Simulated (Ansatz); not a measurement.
# C3H4OS: one species, many methods

An exercise on one series of results from a longer session: the logs are not shown, and one member is left open.

Computed with Ansatz 0.2.0, Gaussian basis. Level: functionals in def2-TZVPP, the program's frozen cores in correlated methods.

Plan: LDA (SPW92), PBE-D4, revPBE-D4, BLYP-D4, r2SCAN-D4, B97M-V, PBE0-D4, B3LYP-D4, r2SCANh-D4, r2SCAN0-D4, HSE06-D4, BHLYP-D4, CAM-B3LYP-D4, LC-ωPBE, ωB97X-V, ωB97M-V, B2PLYP, PBE-QIDH; CCSD(T)/def2-SVP; CCSD(T)/def2-TZVPP; MP2/def2-QZVPP; extrapolation to the limit; RPA on PBE.

### The relaxed structure

All runs share one geometry, relaxed beforehand with PBE0-D4 in a triple-zeta def2 set.

9 atoms, charge 0, spin multiplicity 1.

Atoms are counted from 1 here; the program's logs count them from 0.

Bond lengths: C1–C2 1.200 Å, C1–H6 1.065 Å, C2–C3 1.454 Å, C3–O4 1.396 Å, C3–S5 1.836 Å, C3–H7 1.092 Å, O4–H8 0.963 Å, S5–H9 1.342 Å. Angles: C2–C1–H6 179.2°, C1–C2–C3 177.6°, C2–C3–O4 112.9°, C2–C3–S5 109.8°, C2–C3–H7 110.0°, O4–C3–S5 114.2°, O4–C3–H7 105.6°, S5–C3–H7 103.9°, C3–O4–H8 108.5°, C3–S5–H9 95.9°.

Coordinates:

```tsv
atom	x (Å)	y (Å)	z (Å)
C1	-0.3688	1.4187	-1.3131
C2	0.1073	0.6173	-0.5573
C3	0.6453	-0.3946	0.3384
O4	0.5601	-1.6850	-0.1877
S5	-0.1040	-0.2103	2.0042
H6	-0.7787	2.1384	-1.9819
H7	1.7093	-0.2150	0.5075
H8	-0.3616	-1.8691	-0.3960
H9	-1.3205	0.1534	1.5688
```

The first run:

File in.yaml:

```yaml
crystal:
  periodic: [false, false, false]
  atoms:
    - {symbol: C, position_ang: [-0.368792, 1.418701, -1.313060]}
    - {symbol: C, position_ang: [0.107332, 0.617256, -0.557308]}
    - {symbol: C, position_ang: [0.645270, -0.394600, 0.338365]}
    - {symbol: O, position_ang: [0.560129, -1.685041, -0.187742]}
    - {symbol: S, position_ang: [-0.104003, -0.210268, 2.004171]}
    - {symbol: H, position_ang: [-0.778703, 2.138390, -1.981867]}
    - {symbol: H, position_ang: [1.709294, -0.214999, 0.507457]}
    - {symbol: H, position_ang: [-0.361575, -1.869132, -0.396034]}
    - {symbol: H, position_ang: [-1.320453, 0.153394, 1.568817]}
basis:
  gaussian: {orbitals: def2-TZVPP}
hamiltonian: {xc: lda}
output: {orbitals: {seedname: orbitals}}
```

Started as:

```sh
$ ansatz run in.yaml --threads 2 --pin off --events-out ev --progress --plain --max-ram 4352MiB
```

Steps of the session up to this table: LDA; PBE-D4 (GGA); revPBE-D4 (GGA); BLYP-D4 (GGA); r2SCAN-D4 (meta-GGA); B97M-V (meta-GGA); B3LYP-D4 (hybrid); r2SCANh-D4 (hybrid); r2SCAN0-D4 (hybrid); HSE06-D4 (hybrid); BHLYP-D4 (hybrid); CAM-B3LYP-D4 (range-separated); LC-ωPBE (range-separated); ωB97X-V (range-separated); ωB97M-V (range-separated); B2PLYP (double hybrid); PBE-QIDH (double hybrid).

One of the session's tables, all rows but one given; the rest of the session is left out.

It belongs to the step «Frontier levels by functional». 

```
  functional  HOMO (eV)  gap (eV)
 LDA (SPW92)      -6.13      4.81
      PBE-D4      -5.98      4.89
   revPBE-D4      -5.92      4.93
     BLYP-D4      -5.82      4.84
   r2SCAN-D4      -6.25      5.43
      B97M-V      -6.33      5.52
     PBE0-D4      -7.25      7.14
    B3LYP-D4      -7.01      6.63
  r2SCANh-D4      -6.72      6.26
  r2SCAN0-D4          ?         ?
    HSE06-D4      -6.85      6.35
    BHLYP-D4      -8.38      9.22
CAM-B3LYP-D4      -8.61      9.54
     LC-ωPBE     -10.04     12.21
     ωB97X-V      -9.65     11.67
     ωB97M-V      -9.48     11.27
```

Estimate the missing values for r2SCAN0-D4.

Worked estimate for «HOMO (eV)». Against the share of exact exchange, r2SCAN-D4 (0, -6.25), r2SCANh-D4 (0.1, -6.72) give a slope of -4.70 per unit share; at 0.25 the line stands at -7.42.

As computed: HOMO (eV): -7.43; gap (eV): 7.48. In «HOMO (eV)» the line misses by +0.01.
